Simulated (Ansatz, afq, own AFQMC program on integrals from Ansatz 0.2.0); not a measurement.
**AlH₃F (doublet): quantum Monte Carlo beside coupled cluster at distance Al1–H4 along a hydrogen transfer = 1.815 Å, cc-pVTZ**

How near does AFQMC come to the top of the ladder for AlH₃F (doublet)?

The runs use Ansatz 0.2.0, Gaussian basis, and an in-house AFQMC program (afq) on its integrals; all values are calculated; cc-pVTZ, frozen cores.

To be run: PBE (unrestricted); r2SCAN (unrestricted); PBE0 (unrestricted); CCSD(T) on UHF; B3LYP (unrestricted); wB97M-V (unrestricted); B2PLYP (unrestricted); Phaseless AFQMC, CISD trial on UHF.

### 1 The geometry

The geometry derives from fragments relaxed apart (PBE0/def2-TZVP) and kept rigid, so it is no stationary point. A hydrogen atom is moved between rigid fragments.

5 atoms, charge 0, spin multiplicity 2.

Atoms are counted from 1 here; the program's logs count them from 0.

Bond lengths: Al1–H2 1.586 Å, Al1–H3 1.586 Å, Al1–H4 1.815 Å, H4–F5 0.991 Å. Angles: H2–Al1–H3 120.0°, H2–Al1–H4 120.0°, H3–Al1–H4 120.0°, Al1–H4–F5 180.0°.

Coordinates:

```xyz
5
charge 0, multiplicity 2
Al   -1.09258    0.00000    0.00000
H    -1.88550    1.37338    0.00000
H    -1.88550   -1.37338    0.00000
H     0.72242    0.00000    0.00000
F     1.71342    0.00000    0.00000
```

### 2 PBE (unrestricted)

File in.yaml:

```yaml
crystal:
  periodic: [false, false, false]
  atoms:
    - {symbol: Al, position_ang: [-1.092579, 0.000000, 0.000000]}
    - {symbol: H, position_ang: [-1.885503, 1.373384, 0.000000]}
    - {symbol: H, position_ang: [-1.885503, -1.373384, 0.000000]}
    - {symbol: H, position_ang: [0.722421, 0.000000, 0.000000]}
    - {symbol: F, position_ang: [1.713421, 0.000000, 0.000000]}
basis:
  gaussian: {orbitals: cc-pVTZ}
magnetization: {spin_polarized: true, initial_magnetization: 1}
hamiltonian: {xc: {name: PBE}}
output: {orbitals: {seedname: orbitals}}
```

Run with:

```
ansatz run in.yaml --threads 1 --pin off --events-out ev --progress --plain --max-ram 5632MiB --backend cpu
```

Output:

```text
Functional definition: PBE
  name "PBE"
  cite "Perdew, Burke & Ernzerhof, Phys. Rev. Lett. 77, 3865 (1996) doi:10.1103/PhysRevLett.77.3865"
  parent pbe
  parameter kappa = 0.804
  parameter beta = 0.06672455060314922
  exchange = pbe_x(kappa = kappa, mu = beta*pi^2/3)
  correlation = pbe_c(beta = beta)
599 factors; their error is unknown
mean field evaluation 1: about -9352.9102 eV, gradient 2.6e1 eV
mean field evaluation 2: about -9340.7283 eV, gradient 6.8e1 eV
mean field evaluation 4: about -9355.2384 eV, gradient 2.2e0 eV
mean field evaluation 8: about -9355.2681 eV, gradient 1.7e-2 eV
mean field evaluation 16: about -9355.2520 eV, gradient 1.2e-5 eV
mean field -9355.25199420 eV, -343.7991695692 hartree, gradient 1.2e-5 eV, S^2 0.751702; 0 other end points of the search recorded, 0 dependent functions left out
reference -9355.25203892 eV, -343.7991712128 hartree; 13, 12 occupied and 93, 94 virtual orbitals, 599 factors
Total energy: -9355.25203892 eV, -343.7991712128 hartree
```

Run time: 1.5 s. Hardware: 1 thread of AMD EPYC 7R13 (Zen 3), shared host; peak memory 1.9 GiB.

From the report: ⟨S²⟩ of the determinant 0.752 (pure doublet: 0.75).

### 3 r2SCAN (unrestricted)

Edit in.yaml of step 2 so:

```diff
@@ -11,3 +11,2 @@
 magnetization: {spin_polarized: true, initial_magnetization: 1}
-hamiltonian: {xc: {name: PBE}}
-output: {orbitals: {seedname: orbitals}}
+hamiltonian: {xc: {name: r2SCAN}}
```

Launched as before.

Output:

```text
Functional definition: r2SCAN
  name "r2SCAN"
  cite "Furness, Kaplan, Ning, Perdew & Sun, J. Phys. Chem. Lett. 11, 8208 (2020) doi:10.1021/acs.jpclett.0c02405"
  cite "Furness, Kaplan, Ning, Perdew & Sun, J. Phys. Chem. Lett. 11, 9248 (2020) doi:10.1021/acs.jpclett.0c03077"
  parent r2scan
  parameter k0 = 0.174
  parameter k1 = 0.065
  parameter a1 = 4.9479
  exchange = r2scan_x(k0 = k0, k1 = k1, a1 = a1)
  correlation = r2scan_c
599 factors; their error is unknown
mean field evaluation 1: about -9357.8450 eV, gradient 2.5e1 eV
mean field evaluation 2: about -9351.9946 eV, gradient 5.1e1 eV
mean field evaluation 4: about -9359.8356 eV, gradient 9.9e-1 eV
mean field evaluation 8: about -9359.8255 eV, gradient 2.9e-2 eV
mean field -9359.82553629 eV, -343.9672441412 hartree, gradient 6.4e-5 eV, S^2 0.754084; 0 other end points of the search recorded, 0 dependent functions left out
reference -9359.82555326 eV, -343.9672447645 hartree; 13, 12 occupied and 93, 94 virtual orbitals, 599 factors
Total energy: -9359.82555326 eV, -343.9672447645 hartree
```

It took 2.9 s on 1 thread of AMD EPYC 7R13 (Zen 3), shared host; peak memory 1.9 GiB.

From the report: ⟨S²⟩ of the determinant 0.754 (pure doublet: 0.75).

### 4 PBE0 (unrestricted)

Edit in.yaml of step 3 so:

```diff
@@ -11,2 +11,3 @@
 magnetization: {spin_polarized: true, initial_magnetization: 1}
-hamiltonian: {xc: {name: r2SCAN}}
+hamiltonian: {xc: {name: PBE0}}
+output: {orbitals: {seedname: orbitals}}
```

Same command.

Output:

```text
Functional definition: PBE0
  name "PBE0"
  cite "Adamo & Barone, J. Chem. Phys. 110, 6158 (1999) doi:10.1063/1.478522"
  cite "Perdew, Burke & Ernzerhof, Phys. Rev. Lett. 77, 3865 (1996) doi:10.1103/PhysRevLett.77.3865"
  parent pbe
  parameter a = 0.25
  parameter kappa = 0.804
  parameter beta = 0.06672455060314922
  exchange = (1 - a)*pbe_x(kappa = kappa, mu = beta*pi^2/3) + a*exact_x
  correlation = pbe_c(beta = beta)
611 factors; their error is unknown
mean field evaluation 1: about -9354.1361 eV, gradient 2.3e1 eV
mean field evaluation 2: about -9351.7038 eV, gradient 3.9e1 eV
mean field evaluation 4: about -9355.8670 eV, gradient 4.4e-1 eV
mean field evaluation 8: about -9355.8860 eV, gradient 1.1e-1 eV
mean field evaluation 16: about -9355.8860 eV, gradient 5.3e-5 eV
mean field -9355.88603923 eV, -343.8224702944 hartree, gradient 5.3e-5 eV, S^2 0.752847; 0 other end points of the search recorded, 0 dependent functions left out
reference -9355.88607277 eV, -343.8224715270 hartree; 13, 12 occupied and 93, 94 virtual orbitals, 611 factors
Total energy: -9355.88607277 eV, -343.8224715270 hartree
```

It took 1.6 s on 1 thread of AMD EPYC 7R13 (Zen 3), shared host; peak memory 1.9 GiB.

From the report: ⟨S²⟩ of the determinant 0.753 (pure doublet: 0.75).

### 5 CCSD(T) on UHF

Edit in.yaml of step 4 so:

```diff
@@ -11,3 +11,2 @@
 magnetization: {spin_polarized: true, initial_magnetization: 1}
-hamiltonian: {xc: {name: PBE0}}
-output: {orbitals: {seedname: orbitals}}
+correlation: {method: ccsd_t, electrons: outside_noble_gas, hamiltonian_folder: ham}
```

Run with:

```
ansatz run in.yaml --threads 1 --pin off --events-out ev --progress --plain --max-ram 16896MiB --backend cuda --devices 0, --max-vram 18GiB
```

Output, shortened:

```text
Functional definition: HF
  name "HF"
  cite "Fock, Z. Phys. 61, 126 (1930) doi:10.1007/BF01340294"
  parent pbe
[...]
641 factors; integrals over basis functions are off by at most 1.7e-3 eV
[...]
mean field -9335.27154873 eV, -343.0649017415 hartree, gradient 3.1e-6 eV, S^2 0.759697; 1 other end points of the search recorded, 0 dependent functions left out
determinant -9335.27154873 eV, -343.0649017415 hartree, with singles and doubles -9345.45668213 eV, -343.4391984901 hartree
determinant -9332.60387886 eV, -342.9668666821 hartree, with singles and doubles -9343.05850761 eV, -343.3510672023 hartree
6 core orbitals not correlated: weight in the atoms' cores, before any rotation towards them, 1.000 or more for the frozen orbitals, at most 0.000 for the correlated occupied ones
reference -9335.27154873 eV, -343.0649017415 hartree; 7, 6 occupied and 93, 94 virtual orbitals, 641 factors
second order -9.57579190 eV of doubles, -0.00000000 eV of singles
cycle   1  -10.09258124 eV  change    -1.2e0 eV  update   2.2e-2
[...]
cycle   9  -10.11982458 eV  change    3.4e-6 eV  update   9.8e-6
perturbative correction -0.25892399 eV, -0.0095152811 hartree
Total energy: -9345.65029730 eV, -343.4463137163 hartree
```

Wall time 6.5 s (1 × NVIDIA H100 80GB HBM3 with 1 thread of AMD EPYC 7R13 (Zen 3), shared host); peak host memory 1.9 GiB.

From the report: ⟨S²⟩ of the determinant 0.760 (pure doublet: 0.75); correlation -10.3787 eV; T1 0.014; largest double amplitude 0.03.

This run also writes the integrals to the folder ham.

### 6 B3LYP (unrestricted)

Edit in.yaml of step 5 so:

```diff
@@ -11,2 +11,2 @@
 magnetization: {spin_polarized: true, initial_magnetization: 1}
-correlation: {method: ccsd_t, electrons: outside_noble_gas, hamiltonian_folder: ham}
+hamiltonian: {xc: {name: B3LYP}}
```

Run with:

```
ansatz run in.yaml --threads 1 --pin off --events-out ev --progress --plain --max-ram 5632MiB --backend cpu
```

Output, shortened:

```text
Functional definition: B3LYP
  name "B3LYP"
  cite "Stephens, Devlin, Chabalowski & Frisch, J. Phys. Chem. 98, 11623 (1994) doi:10.1021/j100096a001"
  cite "Becke, Phys. Rev. A 38, 3098 (1988) doi:10.1103/PhysRevA.38.3098"
  cite "Lee, Yang & Parr, Phys. Rev. B 37, 785 (1988) doi:10.1103/PhysRevB.37.785"
  cite "Vosko, Wilk & Nusair, Can. J. Phys. 58, 1200 (1980) doi:10.1139/p80-159"
[...]
611 factors; their error is unknown
[...]
mean field -9362.53027673 eV, -344.0666415187 hartree, gradient 3.4e-5 eV, S^2 0.752507; 0 other end points of the search recorded, 0 dependent functions left out
reference -9362.53051475 eV, -344.0666502660 hartree; 13, 12 occupied and 93, 94 virtual orbitals, 611 factors
Total energy: -9362.53051475 eV, -344.0666502660 hartree
```

It took 1.6 s on 1 thread of AMD EPYC 7R13 (Zen 3), shared host; peak memory 1.9 GiB.

From the report: ⟨S²⟩ of the determinant 0.753 (pure doublet: 0.75).

### 7 wB97M-V (unrestricted)

Edit in.yaml of step 6 so:

```diff
@@ -11,2 +11,3 @@
 magnetization: {spin_polarized: true, initial_magnetization: 1}
-hamiltonian: {xc: {name: B3LYP}}
+hamiltonian: {xc: {name: wB97M-V}}
+output: {orbitals: {seedname: orbitals}}
```

The command is unchanged.

Output, shortened:

```text
Functional definition: wB97M-V
  name "wB97M-V"
  cite "Mardirossian & Head-Gordon, J. Chem. Phys. 144, 214110 (2016) doi:10.1063/1.4952647"
  cite "Becke, J. Chem. Phys. 107, 8554 (1997) doi:10.1063/1.475007"
  cite "Vydrov & Van Voorhis, J. Chem. Phys. 133, 244103 (2010) doi:10.1063/1.3521275"
  # Of w^i u^j: cxij and so on, Table III.
[...]
  gx(w, u) = 1 - cx + cx01*u + cx10*w
  gss(w, u) = css00 + css04*u^4 + css10*w + css20*w^2 + css43*w^4*u^3
  gos(w, u) = cos00 + cos10*w + (cos20 + cos21*u)*w^2 + (cos60 + cos61*u)*w^6
[...]
      + integral(e_c_pw_mod_opposite_spin*gos(b97_w_opposite, b97_u_opposite)) + vv10(b, c)
599 factors; their error is unknown
153 factors; integrals over basis functions are off by at most 3.2e-5 eV
[...]
mean field -9360.06771314 eV, -343.9761439761 hartree, gradient 2.3e-5 eV, S^2 0.751916; 0 other end points of the search recorded, 0 dependent functions left out
reference -9360.06776058 eV, -343.9761457196 hartree; 13, 12 occupied and 93, 94 virtual orbitals, 599 factors
Total energy: -9360.06776058 eV, -343.9761457196 hartree
```

It took 5.5 s on 1 thread of AMD EPYC 7R13 (Zen 3), shared host; peak memory 1.9 GiB.

From the report: ⟨S²⟩ of the determinant 0.752 (pure doublet: 0.75).

### 8 B2PLYP (unrestricted)

Edit in.yaml of step 7 so:

```diff
@@ -11,3 +11,3 @@
 magnetization: {spin_polarized: true, initial_magnetization: 1}
-hamiltonian: {xc: {name: wB97M-V}}
-output: {orbitals: {seedname: orbitals}}
+hamiltonian: {xc: {name: B2PLYP}}
+correlation: {electrons: outside_noble_gas}
```

Same command.

Output, shortened:

```text
Functional definition: B2PLYP
  name "B2PLYP"
  cite "Grimme, J. Chem. Phys. 124, 034108 (2006) doi:10.1063/1.2148954"
  cite "Becke, Phys. Rev. A 38, 3098 (1988) doi:10.1103/PhysRevA.38.3098"
  cite "Lee, Yang & Parr, Phys. Rev. B 37, 785 (1988) doi:10.1103/PhysRevB.37.785"
[...]
641 factors; integrals over basis functions are off by at most 1.7e-3 eV
[...]
mean field -9353.88061896 eV, -343.7487724589 hartree, gradient 7.0e-6 eV, S^2 0.755505; 0 other end points of the search recorded, 0 dependent functions left out
6 core orbitals not correlated: weight in the atoms' cores, before any rotation towards them, 1.000 or more for the frozen orbitals, at most 0.000 for the correlated occupied ones
reference -9353.88076909 eV, -343.7487779758 hartree; 7, 6 occupied and 93, 94 virtual orbitals, 641 factors
second order -11.42630397 eV of doubles, -0.00000000 eV of singles
Total energy: -9356.96587116 eV, -343.8621533858 hartree
```

Run time: 2.2 s. Hardware: 1 thread of AMD EPYC 7R13 (Zen 3), shared host; peak memory 1.9 GiB.

From the report: ⟨S²⟩ of the determinant 0.756 (pure doublet: 0.75).

### 9 Phaseless AFQMC, CISD trial on UHF

It reads the integrals that the CCSD(T) run on this determinant wrote.

Run with:

```
afq ham --method phaseless --trial cisd --walkers 900 --populations 20 --least-time 60 --time-step 0.005 --steps-per-block 50 --equilibration-blocks 28 --max-blocks 4000 --target-error 0.00021 --factor-cut 1e-05 --start spin_pure --seed 5939 --release-times 0.24,0.51,0.99,1.62,2.4 --release-step 0.03 --release-every 3 --taylor-order 6
```

Output:

```text
orbitals 100  electrons 7 6  factors 634 of 641
reference energy -343.06490174 Eh
CCSD correlation -0.37189661 Eh in 13 cycles, weight of the determinant in the CISD state 0.8930
energy of the start -343.436283 Eh
 block  time / (1/Eh)  mean weight  energy / Eh
     1     0.250  0.9997  -343.434995
     2     0.500  0.9991  -343.440064
     3     0.750  0.9989  -343.442210
     4     1.000  1.0001  -343.440399
     5     1.250  0.9996  -343.444597
     6     1.500  1.0000  -343.445411
     7     1.750  0.9986  -343.444156
     8     2.000  1.0004  -343.444133
     9     2.250  1.0008  -343.445556
    10     2.500  0.9999  -343.446582
    13     3.250  0.9993  -343.447172
    16     4.000  0.9998  -343.447012
    19     4.750  0.9993  -343.448747
    22     5.500  1.0004  -343.448340
    25     6.250  1.0001  -343.447694
    28     7.000  0.9994  -343.449581
    31     7.750  1.0002  -343.448780
    34     8.500  1.0016  -343.449743
    37     9.250  1.0006  -343.446256
    40    10.000  1.0006  -343.447634
    43    10.750  1.0007  -343.446382
    46    11.500  1.0006  -343.447582
    49    12.250  0.9992  -343.446613
    52    13.000  1.0005  -343.449348
    55    13.750  1.0004  -343.446687
    58    14.500  1.0009  -343.448132
    61    15.250  0.9997  -343.445960
    64    16.000  1.0003  -343.444460
    67    16.750  0.9994  -343.444187
    70    17.500  0.9999  -343.445819
    73    18.250  1.0015  -343.445297
    76    19.000  0.9996  -343.447388
    79    19.750  0.9988  -343.448829
    82    20.500  0.9998  -343.447306
    85    21.250  1.0002  -343.448468
    88    22.000  0.9989  -343.448789
    91    22.750  0.9989  -343.452247
    94    23.500  0.9993  -343.448328
    97    24.250  0.9997  -343.448190
   100    25.000  1.0000  -343.446761
   103    25.750  0.9999  -343.448129
   106    26.500  1.0001  -343.447979
   109    27.250  1.0006  -343.445750
   112    28.000  0.9997  -343.448831
   115    28.750  0.9998  -343.447499
   118    29.500  0.9997  -343.447108
   121    30.250  1.0000  -343.446413
   124    31.000  1.0004  -343.445718
   127    31.750  1.0005  -343.446662
   130    32.500  0.9990  -343.447338
   133    33.250  1.0003  -343.448301
   136    34.000  0.9998  -343.444567
   139    34.750  1.0024  -343.447900
   142    35.500  0.9991  -343.448467
   145    36.250  0.9993  -343.450641
   148    37.000  1.0000  -343.447988
   151    37.750  0.9995  -343.445437
   154    38.500  0.9993  -343.447477
   157    39.250  0.9988  -343.445540
error from the spread of 20 populations
released: time / (1/Eh)  energy / Eh  error  mean overlap
  0.24  -343.447057  0.000160  0.9972
  0.51  -343.447203  0.000210  0.9936
  0.99  -343.446639  0.000230  0.9889
  1.62  -343.447486  0.000354  0.9706
  2.40  -343.447652  0.000472  0.9532
energy -343.447235 +/- 0.000236 Eh
```

Wall time 3.9 min (1 × NVIDIA H100 80GB HBM3 with 2 threads of AMD EPYC 7R13 (Zen 3), shared host); peak host memory 1.9 GiB.

Energy -9345.6754 ± 0.0064 eV. Caveats: constraint bias not in the error.

### 10 AFQMC on the ladder

On the UHF determinant, counted from CCSD(T) (a yardstick, not exact):

| level | energy (eV) | from CCSD(T) (meV) | statistical error (meV) | time |
| --- | --- | --- | --- | --- |
| HF | -9335.2715 | +10378.7 |  |  |
| MP2 | -9344.8473 | +803.0 |  |  |
| CCSD | -9345.3914 | +258.9 |  |  |
| CCSD(T) | -9345.6503 | 0.0 |  |  |
| Phaseless AFQMC, CISD trial, step 0.005, 900 walkers | -9345.6754 | -25.1 | 6.4 | 3.9 min |

The functionals' totals stand on their own zeros and serve differences with other points: PBE -9355.252 eV; r2SCAN -9359.826 eV; PBE0 -9355.886 eV; B3LYP -9362.531 eV; wB97M-V -9360.068 eV; B2PLYP -9356.966 eV.

### 11 What came out

| quantity | value |
| --- | --- |
| Phaseless AFQMC, CISD trial on UHF from CCSD(T) | -25.1 ± 6.4 meV |

**Reading.** On UHF the phaseless walk with the CISD trial lies -25.1 meV from CCSD(T), 4 times its error bar. Error bars are statistical and leave out the constraint, the time step and what remains of the start.
